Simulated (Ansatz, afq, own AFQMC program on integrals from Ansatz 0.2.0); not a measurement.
BNH, doublet → BNH⁺, triplet

```csv
atom,x (Å),y (Å),z (Å)
B,0.0000,0.0000,0.0439
N,0.0000,0.0000,-1.2617
H,0.0000,0.0000,1.2178
```

Connectivity, by distances: BH–N.

E(triplet, charge +1) − E(doublet, charge +0) at this geometry, on UHF and UHF determinants.

Basis cc-pVDZ. Only valence electrons are correlated. Integrals, coupled cluster, full CI and functionals: Ansatz 0.2.0; the random walks run on the same integrals in our own AFQMC program. ph-AFQMC/CISD is guided by a CISD state made of CCSD amplitudes; releasing the constraint for a short imaginary time cuts its bias at the price of noise, slowly where states lie close. Error bars are statistical, one sigma. The errors of all members are added in quadrature.

No full CI on the walks' own integrals is used here; CCSDTQ serves as the reference and is uncertain by about the last step of the cluster series. Each member takes its own surest rung, up to full CI.

Errors are counted within cc-pVDZ, not against nature.

Cautions: BNH (doublet): its ph-AFQMC/CISD value lies 22 ± 5 meV above CCSDTQ.

| level | vertical ionization energy (eV) |
| --- | --- |
| CCSD | 10.939 |
| HF | 9.449 |

Task: From these cheaper values, estimate the vertical ionization energy at the reference level in cc-pVDZ.

Result: 11.064 eV (CCSDTQ in cc-pVDZ).

```
         level  vertical ionization energy (eV)  error against CCSDTQ (eV)
           MP2                           11.033                     -0.032
       CCSD(T)                           11.045                     -0.019
         CCSDT                           11.053                     -0.011
      CCSDT(Q)                           11.067                      0.002
 ph-AFQMC/CISD                   11.054 ± 0.005             -0.010 ± 0.005
released AFQMC                   11.061 ± 0.004             -0.003 ± 0.004
```

Correlation beyond CCSD(T) adds 0.019 eV. The perturbative (T) step is worth +0.106 eV.

CCSDT and higher add their correlation energy to the determinant of the CCSD(T) run, since their own runs factorise the integrals more tightly (a shift of under 2 meV). A walk keeps the symmetry of its determinant, which the program's search chose and which needn't be the lowest solution, so a lower state of the same spin and another symmetry isn't excluded. Released energies are given only where the last usable release times agree within the noise; a slower fall can still hide under it.
